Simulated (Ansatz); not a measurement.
A CCSD(T) single point on `OC/N=C\F`.

```yaml
crystal:
  periodic: [false, false, false]
  atoms:
    - {symbol: O, position_ang: [-0.192058, 0.389194, 1.942157]}
    - {symbol: C, position_ang: [-0.512719, 0.051988, 0.628095]}
    - {symbol: N, position_ang: [0.614264, 0.280867, -0.243586]}
    - {symbol: C, position_ang: [0.722145, -0.304633, -1.329637]}
    - {symbol: F, position_ang: [-0.166843, -1.195375, -1.805234]}
    - {symbol: H, position_ang: [0.250513, 1.243145, 1.922517]}
    - {symbol: H, position_ang: [-1.352975, 0.651797, 0.248343]}
    - {symbol: H, position_ang: [-0.820369, -0.996796, 0.642672]}
    - {symbol: H, position_ang: [1.546641, -0.166588, -2.022629]}
basis:
  gaussian: {orbitals: def2-TZVPP}
correlation: {method: ccsd_t}
output: {orbitals: {seedname: orbitals}}
```

```sh
$ ansatz run in.yaml --threads 2 --pin off --events-out ev --progress --plain --max-ram 4352MiB
```

Output of Ansatz, abridged:

```
Functional definition: HF
1316 factors; integrals over basis functions are off by at most 1.0e-3 eV
mean field evaluation 1: about -8347.6660 eV, gradient 4.2e1 eV
mean field evaluation 2: about -8347.9304 eV, gradient 4.2e1 eV
mean field evaluation 4: about -8351.5831 eV, gradient 4.0e0 eV
mean field evaluation 8: about -8351.6546 eV, gradient 5.0e-1 eV
mean field evaluation 16: about -8351.6563 eV, gradient 2.8e-6 eV
mean field -8351.65633371 eV, -306.9177093077 hartree, gradient 2.8e-6 eV, S^2 0.000000; 0 other end points of the search recorded, 0 dependent functions left out
5 core orbitals not correlated: weight in the atoms' cores, before any rotation towards them, 1.000 or more for the frozen orbitals, at most 0.000 for the correlated occupied ones
reference -8351.65633371 eV, -306.9177093077 hartree; 15, 15 occupied and 191, 191 virtual orbitals, 1316 factors
second order -27.54937014 eV of doubles, -0.00000000 eV of singles
cycle   1  -27.29727231 eV  change    2.5e-1 eV  update   1.1e-1
cycle   2  -27.93377860 eV  change   -6.4e-1 eV  update   3.3e-2
cycle   3  -28.08644851 eV  change   -1.5e-1 eV  update   1.7e-2
cycle   4  -28.07304651 eV  change    1.3e-2 eV  update   4.1e-3
cycle   5  -28.07045301 eV  change    2.6e-3 eV  update   1.8e-3
cycle   6  -28.07197177 eV  change   -1.5e-3 eV  update   5.5e-4
cycle   7  -28.07172001 eV  change    2.5e-4 eV  update   1.9e-4
cycle   8  -28.07157884 eV  change    1.4e-4 eV  update   7.3e-5
cycle   9  -28.07158434 eV  change   -5.5e-6 eV  update   3.0e-5
perturbative correction -1.10354898 eV, -0.0405546768 hartree
Total energy: -8380.83146702 eV, -307.9898756815 hartree
```

It took 2.7 min on 2 threads of an Arm Neoverse V1 on a shared host, with 3.3 GiB of host memory at the peak.

MP2 recovers 94.4 % of the CCSD(T) correlation energy and the triples give 3.8 %; T1 = 0.0126.
